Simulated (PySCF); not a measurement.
# Atomic charges against the basis set

Compound: C3H6F2O.
Atom-mapped SMILES: `[CH3:1][O:2][C@H:3]([F:4])[CH2:5][F:6]` (hydrogens: H7, H8, H9 on C1; H10 on C3; H11, H12 on C5)

Cartesian coordinates in Å at the PBE0-D3(BJ)/def2-SVP level; atoms count from 1:
```xyz
12
C3H6F2O angstrom
C      1.7373   -0.6680    0.2383
O      0.7536    0.3220    0.0694
C     -0.4965   -0.1508   -0.1799
F     -0.5796   -0.6677   -1.4566
C     -1.4882    0.9852   -0.0929
F     -1.5969    1.4106    1.1987
H      1.4821   -1.3465    1.0731
H      1.8710   -1.2653   -0.6786
H      2.6796   -0.1569    0.4727
H     -0.7682   -0.9726    0.5146
H     -2.4678    0.6334   -0.4546
H     -1.1356    1.8111   -0.7321
```

PBE0 throughout (PySCF), one geometry, spherical d and f functions. The structure is a single PBE0-D3(BJ)/def2-SVP conformer in the gas phase; no vibrational or solvent corrections. Atoms taken as equivalent share a column and are averaged. The first 7 of 10 kinds of atom are listed.

Mulliken charges (e):

```tsv
basis	functions	C1	O2	C3	F4	C5	F6	H7/H8/H9
STO-3G	36	-0.132	-0.220	+0.136	-0.126	-0.049	-0.106	+0.087
6-31G	66	-0.247	-0.499	+0.327	-0.334	+0.001	-0.334	+0.185
pcSseg-0	66	-0.323	-0.668	+0.374	-0.378	-0.031	-0.384	+0.235
6-31G*	96	-0.282	-0.460	+0.401	-0.350	-0.008	-0.332	+0.182
cc-pVDZ	114	+0.057	-0.298	+0.245	-0.242	+0.216	-0.235	+0.050
def2-SVP	114	+0.110	-0.370	+0.293	-0.270	+0.257	-0.271	+0.049
aug-cc-pVDZ	192	+0.694	-0.622	+1.127	-0.513	+0.833	-0.440	-0.145
6-311+G(2d,p)	198	-0.231	-0.310	+0.304	-0.298	-0.096	-0.267	+0.152
def2-TZVP	222	-0.240	-0.237	+0.200	-0.222	+0.043	-0.217	+0.133
cc-pVTZ	264	-0.120	-0.234	+0.275	-0.224	+0.121	-0.216	+0.089
IGLO-III	270	-0.251	-0.242	+0.260	-0.266	+0.027	-0.265	+0.135
```

IAO charges (e):

```csv
basis,functions,C1,O2,C3,F4,C5,F6,H7/H8/H9
STO-3G,36,-0.263,-0.222,+0.130,-0.155,-0.114,-0.133,+0.132
6-31G,66,-0.248,-0.343,+0.296,-0.319,-0.007,-0.293,+0.155
pcSseg-0,66,-0.228,-0.348,+0.300,-0.312,-0.008,-0.286,+0.149
6-31G*,96,-0.207,-0.361,+0.347,-0.329,+0.028,-0.303,+0.141
cc-pVDZ,114,-0.206,-0.357,+0.347,-0.331,+0.026,-0.305,+0.141
def2-SVP,114,-0.197,-0.358,+0.348,-0.332,+0.032,-0.307,+0.138
aug-cc-pVDZ,192,-0.213,-0.366,+0.350,-0.344,+0.026,-0.320,+0.146
"6-311+G(2d,p)",198,-0.215,-0.367,+0.349,-0.344,+0.025,-0.321,+0.147
def2-TZVP,222,-0.213,-0.368,+0.354,-0.344,+0.028,-0.320,+0.146
cc-pVTZ,264,-0.214,-0.366,+0.353,-0.342,+0.026,-0.317,+0.146
IGLO-III,270,-0.215,-0.368,+0.351,-0.344,+0.026,-0.321,+0.147
```

Hirshfeld charges (e):

```csv
basis,functions,C1,O2,C3,F4,C5,F6,H7/H8/H9
STO-3G,36,+0.038,-0.150,+0.144,-0.101,+0.056,-0.076,+0.019
6-31G,66,-0.017,-0.154,+0.126,-0.136,+0.030,-0.126,+0.047
pcSseg-0,66,-0.025,-0.133,+0.123,-0.129,+0.025,-0.119,+0.045
6-31G*,96,-0.019,-0.141,+0.120,-0.126,+0.025,-0.115,+0.043
cc-pVDZ,114,-0.034,-0.118,+0.111,-0.114,+0.009,-0.103,+0.043
def2-SVP,114,-0.034,-0.124,+0.116,-0.119,+0.011,-0.110,+0.045
aug-cc-pVDZ,192,-0.042,-0.134,+0.108,-0.118,+0.004,-0.113,+0.049
"6-311+G(2d,p)",198,-0.034,-0.138,+0.108,-0.123,+0.009,-0.117,+0.048
def2-TZVP,222,-0.038,-0.132,+0.108,-0.119,+0.007,-0.113,+0.048
cc-pVTZ,264,-0.040,-0.128,+0.109,-0.116,+0.005,-0.109,+0.047
IGLO-III,270,-0.042,-0.134,+0.107,-0.118,+0.004,-0.113,+0.049
```

Some averages cover members that differ in this geometry, most widely: H7/H8/H9, Mulliken in aug-cc-pVDZ -0.295 to -0.069; H7/H8/H9, Mulliken in cc-pVTZ +0.068 to +0.112; H7/H8/H9, IAO in 6-31G +0.137 to +0.177; H7/H8/H9, Mulliken in IGLO-III +0.111 to +0.151 e.

Question: Which scheme is steadiest as the basis changes?

Answer: Largest range over the bases for any column: Hirshfeld 0.08 e, IAO 0.22 e, Mulliken 1.02 e. Hirshfeld charges move least and Mulliken charges most, counted in e. Without the minimal STO-3G basis the ranges are Hirshfeld 0.04, IAO 0.06, Mulliken 1.02 e.

Question: How much do the charges still move between the two largest bases, cc-pVTZ and IGLO-III?

Answer: At most, over all atoms: Mulliken 0.131 e, IAO 0.004 e, Hirshfeld 0.006 e.

Question: What do the same runs give for the total energy, the frontier levels and the dipole moment?

Answer: 
| basis | energy (Eh) | HOMO (eV) | LUMO (eV) | μ (D) |
| --- | --- | --- | --- | --- |
| STO-3G | -387.0858 | -4.81 | 7.80 | 0.98 |
| 6-31G | -392.2925 | -8.41 | 2.46 | 1.62 |
| pcSseg-0 | -391.4853 | -8.51 | 2.23 | 1.72 |
| 6-31G* | -392.3953 | -8.28 | 2.76 | 1.28 |
| cc-pVDZ | -392.4260 | -8.34 | 2.07 | 1.22 |
| def2-SVP | -392.1119 | -8.46 | 2.01 | 1.32 |
| aug-cc-pVDZ | -392.4637 | -8.61 | 0.02 | 1.23 |
| 6-311+G(2d,p) | -392.5371 | -8.63 | 0.45 | 1.27 |
| def2-TZVP | -392.5748 | -8.59 | 1.45 | 1.23 |
| cc-pVTZ | -392.5563 | -8.53 | 1.42 | 1.21 |
| IGLO-III | -392.5825 | -8.61 | 0.92 | 1.24 |

The dipole is fixed by the density alone, so its range of 0.74 D shows that the density itself changes with the basis, not only its division among atoms.
